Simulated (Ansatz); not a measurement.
Consider the formal loss of a carbene: `CCC(C)CO` → `[CH2]` (triplet) + `CCC(C)O`.

Calculated with Ansatz (gas phase, PBE0-D4/def2-TZVP geometries, no zero-point term in ΔE). CCSD(T)/CBS is the MP2 limit (def2-TZVPP, def2-QZVPP) plus CCSD(T) − MP2 in def2-TZVPP, frozen cores. This one scheme is used for every species. Triplets are unrestricted, without spin–orbit coupling. One conformer a species, not always the lowest.

`CCC(C)CO`:

Cartesian coordinates in Å:
```
C -0.223 0.440 -2.114
C 0.275 -0.405 -0.954
C 0.019 0.205 0.421
C -1.460 0.260 0.771
C 0.772 -0.557 1.503
O 2.172 -0.580 1.320
H -1.307 0.574 -2.092
H 0.233 1.434 -2.100
H 0.027 -0.022 -3.072
H 1.350 -0.574 -1.060
H -0.196 -1.396 -0.987
H 0.409 1.235 0.414
H -1.620 0.706 1.757
H -1.890 -0.746 0.787
H -2.026 0.850 0.048
H 0.514 -0.144 2.489
H 0.456 -1.605 1.501
H 2.494 0.324 1.367
```

`[CH2]` (triplet):

Z-matrix (Å, degrees):
```
C
H 1 1.079
H 1 1.079 2 134.9
```

`CCC(C)O`:

```xyz
15

C    -1.840   -0.527   -0.222
C    -0.450   -0.589    0.387
C     0.476    0.523   -0.087
C     1.843    0.433    0.548
O     0.678    0.478   -1.491
H    -2.489   -1.302    0.190
H    -2.315    0.440   -0.029
H    -1.815   -0.682   -1.305
H     0.020   -1.551    0.154
H    -0.525   -0.528    1.478
H     0.020    1.490    0.184
H     2.317   -0.516    0.288
H     1.770    0.499    1.636
H     2.483    1.243    0.192
H    -0.172    0.589   -1.923
```

```csv
level,ΔE (kJ/mol)
CCSD/def2-TZVPP,402.2
MP2/def2-QZVPP,433.0
```

(1) What does CCSD(T)/CBS give? (Estimate.)

Largest T1 diagnostic among the species: 0.011.

Answers

(1) The calculation gave: +424.0 kJ/mol. The listed levels differ from it by -21.8, 9.0 kJ/mol.

In def2-TZVPP, CCSD(T) changes the Hartree–Fock value by +140.7 kJ/mol (the triples alone add +11.5 kJ/mol) and MP2 by +154.1 kJ/mol. From r2SCAN to r2SCAN0 (25 % exact exchange), in def2-TZVPP and without D4, ΔE moves by −3.0 kJ/mol.
